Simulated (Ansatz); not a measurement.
**CH3ClSi (SMILES C=[SiH]Cl): one structure at several levels**

One table from this session's results is given with a row withheld; the runs are named, their logs left out.

The runs use Ansatz 0.2.0, Gaussian basis; single points in def2-TZVPP.

Correlated methods freeze the cores.

### Where the work starts

6 atoms, charge 0, spin multiplicity 1.

Atoms are counted from 1 here; the program's logs count them from 0.

Bond lengths: C1–Si2 1.786 Å, C1–H4 1.012 Å, C1–H5 1.083 Å, Si2–Cl3 2.013 Å, Si2–H6 1.469 Å. Angles: Si2–C1–H4 122.7°, Si2–C1–H5 118.5°, H4–C1–H5 118.8°, C1–Si2–Cl3 123.4°, C1–Si2–H6 129.4°, Cl3–Si2–H6 106.8°.

Coordinates:

```mol
CH3ClSi
  3D, bonds by distance, orders not assigned

  6  5  0  0  0  0  0  0  0  0999 V2000
   -0.7687    0.2963   -0.6766 C   0  0
    0.5581   -0.0530    0.4661 Si  0  0
    1.3430   -1.8886    0.7255 Cl  0  0
   -1.1583   -0.4057   -1.2933 H   0  0
   -1.1351    1.3128   -0.7471 H   0  0
    1.1646    0.8158    1.4833 H   0  0
  1  2  8  0
  1  4  8  0
  1  5  8  0
  2  3  8  0
  2  6  8  0
M  END
```

Set-up of the first run:

run/in.yaml reads:

```yaml
crystal:
  periodic: [false, false, false]
  atoms:
    - {symbol: C, position_ang: [-0.768700, 0.296300, -0.676600]}
    - {symbol: Si, position_ang: [0.558100, -0.053000, 0.466100]}
    - {symbol: Cl, position_ang: [1.343000, -1.888600, 0.725500]}
    - {symbol: H, position_ang: [-1.158300, -0.405700, -1.293300]}
    - {symbol: H, position_ang: [-1.135100, 1.312800, -0.747100]}
    - {symbol: H, position_ang: [1.164600, 0.815800, 1.483300]}
basis:
  gaussian: {orbitals: def2-TZVPP}
correlation: {method: ccsd_t}
output: {forces: true}
```

Launch:

```sh
$ ansatz run in.yaml --threads 4 --pin off --events-out ev --progress --plain --max-ram 5222MiB
```

Among the steps run: CCSD(T)/def2-TZVPP; PBE0-D4/def2-TZVPP; wB97M-V/def2-TZVPP; r2SCAN-D4/def2-TZVPP; PBE-D4/def2-TZVPP; CAM-B3LYP-D4/def2-TZVPP; revPBE-D4/def2-TZVPP.

One table of the session follows, with a row left open; its other results are not shown here.

| method | RMS force component (eV/Å) | angle to CCSD(T) forces (°) | dipole (D) |
| --- | --- | --- | --- |
| CCSD(T) | 1.426 | reference | 0.84 |
| PBE0-D4 | 1.539 | 4.9 | 0.92 |
| wB97M-V | 1.575 | 6.2 | 0.99 |
| r2SCAN-D4 | 1.496 | 3.6 | 0.84 |
| PBE-D4 | ? | ? | ? |
| CAM-B3LYP-D4 | 1.579 | 6.7 | 1.02 |
| revPBE-D4 | 1.484 | 4.5 | 0.78 |

**Question.** Estimate the row for PBE-D4.

As computed: RMS force component (eV/Å): 1.494; angle to CCSD(T) forces (°): 4.0; dipole (D): 0.79. In the column «RMS force component (eV/Å)» it lies between revPBE-D4 (1.484) and r2SCAN-D4 (1.496).
